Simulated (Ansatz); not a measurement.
A first try at a rigid torsion scan of FH4Si2, SMILES F[SiH2][SiH2], using the Python package of Ansatz (0.2.0).

`torsion.py`:
```python
"""Energy of FH4Si2 as one group turns about a bond."""

import warnings

import ansatz as az
from ase import Atoms

BASIS = "6-31G*"
FUNCTIONAL = "pbe0"
FMAX = 0.02
METHOD = "mp2"

warnings.simplefilter("ignore", az.DeckWarning)

atoms = Atoms(["F", "Si", "Si", "H", "H", "H", "H"], positions=[
    (-1.8192, -0.6041, 0.4188),
    (-0.7285, -0.0765, -0.6091),
    (1.2387, 0.2289, 0.4688),
    (-0.5008, -1.0836, -1.6834),
    (-1.1582, 1.1927, -1.2592),
    (1.2058, 1.3017, 1.5277),
    (1.8235, -1.027, 1.0907),
])

# relax first, so that the scan starts from a minimum
first = (
    az.Crystal.molecule_from_ase(atoms).calculation()
    .basis(gaussian=BASIS)
    .spin("collinear", total=1)
    .functional(FUNCTIONAL)
    .relax(force_tolerance=FMAX, max_steps=30)
)
atoms.positions = first.run(threads=1).report["positions_ang"]

start = atoms.get_dihedral(0, 1, 2, 5)
energies = {}
for turn in range(0, 360, 40):
    turned = atoms.copy()
    turned.set_dihedral(0, 1, 2, 5, start + turn, indices=[2, 5, 6])
    calc = az.Crystal.molecule_from_ase(turned).calculation()
    calc = calc.basis(gaussian=BASIS)
    calc = calc.correlation(METHOD)
    calc = calc.spin("collinear", total=1)
    energies[round((start + turn) % 360)] = calc.run(threads=1).report()["free_energy_ev"]
floor = min(energies.values())
print("dihedral F0-Si1-Si2-H5 (deg)   E - E(min) (kcal/mol)")
for angle, e in sorted(energies.items()):
    print(f"{angle:8d} {23.060548 * (e - floor):14.3f}  " + "#" * int(30 * (e - floor) / max(max(energies.values()) - floor, 1e-9)))
```

```console
$ python torsion.py
Traceback (most recent call last):
  File "torsion.py", line 44, in <module>
    energies[round((start + turn) % 360)] = calc.run(threads=1).report()["free_energy_ev"]
                                            ~~~~~~~~~~~~~~~~~~~~~~~~~~^^
TypeError: 'dict' object is not callable
$ echo $?
1
```

Find the fault and give the corrected script.

The fault: report is a dict, not a method. The change:

Script `torsion.py`:
```python
"""Energy of FH4Si2 as one group turns about a bond."""

import warnings

import ansatz as az
from ase import Atoms

BASIS = "6-31G*"
FUNCTIONAL = "pbe0"
FMAX = 0.02
METHOD = "mp2"

warnings.simplefilter("ignore", az.DeckWarning)

atoms = Atoms(["F", "Si", "Si", "H", "H", "H", "H"], positions=[
    (-1.8192, -0.6041, 0.4188),
    (-0.7285, -0.0765, -0.6091),
    (1.2387, 0.2289, 0.4688),
    (-0.5008, -1.0836, -1.6834),
    (-1.1582, 1.1927, -1.2592),
    (1.2058, 1.3017, 1.5277),
    (1.8235, -1.027, 1.0907),
])

# relax first, so that the scan starts from a minimum
first = (
    az.Crystal.molecule_from_ase(atoms).calculation()
    .basis(gaussian=BASIS)
    .spin("collinear", total=1)
    .functional(FUNCTIONAL)
    .relax(force_tolerance=FMAX, max_steps=80)
)
atoms.positions = first.run(threads=1).report["positions_ang"]

start = atoms.get_dihedral(0, 1, 2, 5)
energies = {}
for turn in range(0, 360, 40):
    turned = atoms.copy()
    turned.set_dihedral(0, 1, 2, 5, start + turn, indices=[2, 5, 6])
    calc = az.Crystal.molecule_from_ase(turned).calculation()
    calc = calc.basis(gaussian=BASIS)
    calc = calc.correlation(METHOD)
    calc = calc.spin("collinear", total=1)
    energies[round((start + turn) % 360)] = calc.run(threads=1).report["free_energy_ev"]
floor = min(energies.values())
print("dihedral F0-Si1-Si2-H5 (deg)   E - E(min) (kcal/mol)")
for angle, e in sorted(energies.items()):
    print(f"{angle:8d} {23.060548 * (e - floor):14.3f}  " + "#" * int(30 * (e - floor) / max(max(energies.values()) - floor, 1e-9)))
```

After the fix:

```console
$ python torsion.py
dihedral F0-Si1-Si2-H5 (deg)   E - E(min) (kcal/mol)
      13          2.118  #############################
      53          1.424  ####################
      93          1.040  ##############
     133          1.040  ##############
     173          1.421  ####################
     213          2.121  ##############################
     253          1.145  ################
     293          0.000
     333          1.131  ###############
```

The scan is rigid and the energies are electronic, in a modest basis. With rigid groups the curve can differ much from the relaxed path, the start wasn't checked as a minimum of this torsion, and equivalent turns needn't return to the same energy. The species is open-shell (spin multiplicity 2). The start is relaxed with a density functional and scanned with the wavefunction method, so it isn't exactly that method's minimum. Wall time of the script: 10 s on 1 thread of AMD EPYC 9R45 (Zen 5), on a shared host, peak memory 0.23 GiB.
